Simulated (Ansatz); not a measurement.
# CHAlN: the cost of one run

Computed with Ansatz 0.2.0, Gaussian basis. Level: def2-QZVPP, core rule «outside noble gas», up to 7 orbitals frozen.

The runs, in order: UHF; ROHF; CCSD(T) on UHF.

**1. The geometry**

The geometry is a PBE0/def2-TZVP stationary point (not a proven minimum) of the parent state, kept for this charge and spin.

4 atoms, charge 1, spin multiplicity 5.

Atoms are counted from 1 here; the program's logs count them from 0.

Bond lengths: Al1–N2 1.818 Å, Al1–H4 1.595 Å, N2–C3 1.194 Å. Angles: N2–Al1–H4 111.0°, Al1–N2–C3 170.0°.

**2. UHF**

in.yaml reads:

```yaml
crystal:
  periodic: [false, false, false]
  atoms:
    - {symbol: Al, position_ang: [0.000000, -0.111786, 1.121424]}
    - {symbol: N, position_ang: [0.000000, 0.097969, -0.684708]}
    - {symbol: C, position_ang: [0.000000, 0.027668, -1.876852]}
    - {symbol: H, position_ang: [0.000000, 1.301302, 1.860276]}
basis:
  gaussian: {orbitals: "def2-QZVPP.json"}
total_charge: 1
magnetization: {spin_polarized: true, initial_magnetization: 4}
hamiltonian: {xc: hf}
output: {orbitals: {seedname: orbitals}}
```

Started as:

```bash
ansatz run in.yaml --threads 1 --pin off --events-out ev --progress --plain --max-ram 2393MiB
```

What time and memory should one allow on 1 thread of Arm Neoverse V1, shared host?

About 53 s, with a peak of 0.52 GiB.
